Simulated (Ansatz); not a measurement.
Species: CH₅N (charge +1, doublet). SMILES of the parent species: CN
Geometry from a B3LYP-D3(BJ)/def2-TZVP (Ansatz, a quantum-chemistry and plane-wave program) optimisation:
```xyz
7

C     -0.6927     0.1184    -0.0047
N      0.6982    -0.1155    -0.0194
H     -1.2220    -0.6388    -0.5843
H     -0.9195     1.1429    -0.3019
H     -1.0405     0.0103     1.0497
H      1.0819    -1.0542    -0.1339
H      1.3693     0.6379     0.1342
```
Charge +1, spin multiplicity 2.

Parts of the frozen-core correlation energy in cc-pVDZ (Ansatz, hartree). Frozen orbitals: 2; correlated occupied orbitals by spin: 7 and 6; virtual: 44 and 45. UHF or UKS for open shells. Spin-orbit coupling is left out. No relativistic terms.

| term | value |
|---|---|
| reference (HF) | -94.94303 |
| MP2 opposite-spin | -0.22043 |
| MP2 same-spin | [?] |
| CCSD correlation | [?] |
| (T) | [?] |
| CCSDT minus CCSD(T) | -0.00074 |
| T1 diagnostic | 0.019 |
| largest doubles amplitude | 0.028 |
| <S^2> of the reference | 0.764 |

Problem. What belongs in the gaps?

Solution. 
- MP2 same-spin, value: -0.06243
- CCSD correlation, value: -0.31937
- (T), value: -0.00739
